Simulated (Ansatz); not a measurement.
I need a relaxed scan of one distance of H3Si, SMILES [SiH3]. Use the Python package of Ansatz (0.2.0). Settings (for the species named): Hartree-Fock, def2-SVP basis, multiplicity 2.

```xyz
4

Si    0.2066   -0.0189   -0.1151
H     0.5871    0.6618    1.1056
H    -0.1950   -1.4016    0.0434
H    -0.5987    0.7587   -1.0339
```

`relaxed_scan_h3si.py`:
```python
'''One bond of H3Si held at set lengths while the rest relaxes.'''

import ansatz
import numpy as np

geometry_ang = [
    ('Si', [0.20656, -0.0189, -0.11509]),
    ('H', [0.58711, 0.66178, 1.10564]),
    ('H', [-0.19496, -1.40159, 0.04339]),
    ('H', [-0.59871, 0.75871, -1.03394]),
]
molecule = ansatz.Crystal.molecule()
for symbol, xyz in geometry_ang:
    molecule = molecule.atom(symbol, xyz)

base = molecule.calculation()
base = base.basis(gaussian='def2-SVP')
base = base.functional('hf')
base = base.spin('collinear', total=1)
symbols = [site.symbol for site in molecule.cartesian_sites]
pairs = [(0, 1), (0, 2), (0, 3)]
print('held (A)   E (eV)        ', '  '.join(f'{symbols[i]}{i}-{symbols[j]}{j}' for i, j in pairs))
for length in [1.33, 1.45, 1.56, 1.74, 1.96]:
    summary = base.relax(constraints=[ansatz.DistanceConstraint((0, 3), at=length)], force_tolerance=0.02, max_steps=60).run().report
    xyz = np.array(summary['positions_ang'])
    print(f'{length:6.2f} {summary["free_energy_ev"]:14.5f}  ', '  '.join(f'{np.linalg.norm(xyz[i] - xyz[j]):.3f}' for i, j in pairs))
```

`python relaxed_scan_h3si.py` gives:
```text
held (A)   E (eV)         Si0-H1  Si0-H2  Si0-H3
DeckWarning: relax.constraints: the input's atoms, or those drawn, lie off the distances that are held; a relaxation that starts there is brought onto them ahead of its first SCF, by positions alone, an atom by 5.91e-2 Å at the most. With the symmetry detection on, the symmetry is detected on the input's atoms as so brought (as typed, where only the drawn atoms reach the distances), and notices that speak of the structure as typed mean those atoms
  1.33    -7905.55641   1.482  1.482  1.330
  1.45    -7905.82412   1.481  1.481  1.450
  1.56    -7905.78003   1.481  1.481  1.560
  1.74    -7905.37710   1.480  1.480  1.740
  1.96    -7904.63606   1.479  1.479  1.960
```
(Warnings from the package without file and line, repeats left out.)

Notes:
- Total energies depend on the basis set; only differences at equal settings carry meaning.
- The energies are electronic: no zero-point or thermal terms, and the basis set is short of its limit.
- The species is open-shell (spin multiplicity 2).
- Timing: 4 s on 1 thread of Arm Neoverse V2 (shared host), peak memory 0.15 GiB.
